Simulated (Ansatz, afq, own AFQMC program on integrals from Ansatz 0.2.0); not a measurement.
Two steps: Ansatz 0.2.0 writes the Fock matrix and Cholesky factors of the valence space, and afq projects on them the lowest state that overlaps trial and start.

```yaml
crystal:
  periodic: [false, false, false]
  atoms:
    - {symbol: Ge, position_ang: [0.000029, -0.000002, -0.016164]}
    - {symbol: H, position_ang: [1.264300, 0.014575, 0.390571]}
    - {symbol: H, position_ang: [-0.645770, 1.088323, 0.386972]}
    - {symbol: H, position_ang: [-0.620627, -1.102723, 0.387347]}
basis:
  gaussian: {orbitals: 6-31G}
magnetization: {spin_polarized: true, initial_magnetization: 1}
correlation: {method: ccsd_t, electrons: outside_noble_gas, hamiltonian_folder: ham}
```

```sh
$ ansatz run in.yaml --threads 1 --pin off --events-out ev --progress --plain --max-ram 16896MiB --backend cuda --devices 0, --max-vram 18GiB
```

afq runs on the folder ham with

```
--method free --trial cisd --walkers 4000 --time-step 0.03 --max-blocks 4000 --target-error 0.00032 --factor-cut 1e-05 --seed 5809 --times 0,0.3,0.6,1.2,1.8,2.4,3.6,4.8,6 --taylor-order 8
```

Times are imaginary, in 1/Eh. The walk had a cap of 61 s. Filled inner d shells are frozen with the cores.

Output of the walk:

```
orbitals 21  electrons 4 3  factors 174 of 346
reference energy -2076.65391015 Eh
CCSD correlation -0.06168963 Eh in 9 cycles, weight of the determinant in the CISD state 0.9614
repeat  energy at the last time / Eh  error
    10  -2076.716474  0.000014
    20  -2076.716468  0.000008
    30  -2076.716462  0.000008
time / (1/Eh)  energy / Eh  error  mean overlap
  0.00  -2076.715597  0.000002  1.0400
  0.30  -2076.716032  0.000003  1.0403
  0.60  -2076.716225  0.000004  1.0408
  1.20  -2076.716369  0.000005  1.0431
  1.80  -2076.716414  0.000007  1.0437
  2.40  -2076.716441  0.000004  1.0441
  3.60  -2076.716457  0.000007  1.0431
  4.80  -2076.716465  0.000006  1.0439
  6.00  -2076.716465  0.000008  1.0436
energy -2076.716465 +/- 0.000008 Eh
```

The run passed its tests (error under three times the target), which doesn't prove that it has relaxed.

Against this walk (error 0.2 meV) on the same determinant: CCSD(T) 6.1 meV higher, full CI 0.2 meV higher (within the noise). The error is statistical, and a free projection of finite length keeps a remainder of its start.

Cautions: remainder of the start not in the error; no relativity below Rb; no spin-orbit coupling; inner d shell frozen.

The walk took 17 s on 1 × NVIDIA H100 80GB HBM3 with 2 threads of AMD EPYC 7R13 Processor (Zen 3), with other jobs on the host (the card was shared). The log's last line is the free-projection energy.

A walk keeps the symmetry of its determinant, which the program's search chose and which needn't be the lowest solution, so a lower state of the same spin and another symmetry isn't excluded.
